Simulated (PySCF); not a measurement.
Molecule (SMILES): FOF.
Geometry (B3LYP-D3(BJ)/def2-TZVP, fixed):
```xyz
3

F      0.0392     1.1006    -0.2795
O     -0.0196     0.0082     0.5973
F     -0.0218    -1.1078    -0.2514
```

Basis-set convergence of the mean static polarisability at HF with PySCF. All functions are spherical. Density fitting with generated auxiliary sets. No added dispersion term, no relativity. Reference: the value in d-aug-cc-pVTZ, 14.19 bohr³, itself unsure by roughly 0.3 % (its mean distance from aug-pcseg-3, aug-cc-pVQZ, aug-pcseg-2).

```tsv
basis	functions	mean static polarisability (bohr³)
pcseg-0	27	___
6-31G**	42	___
pcseg-1	42	10.56
6-311G**	54	___
Sadlej pVTZ	72	14.17
6-311++G(2d,2p)	81	___
cc-pVTZ	90	11.24
def2-TZVPP	93	11.94
d-aug-cc-pVTZ	186	14.19
```

Problem. Fill in the missing entries.

Solution. 
- pcseg-0, mean static polarisability (bohr³): 8.78
- 6-31G**, mean static polarisability (bohr³): 10.49
- 6-311G**, mean static polarisability (bohr³): 9.95
- 6-311++G(2d,2p), mean static polarisability (bohr³): 12.55
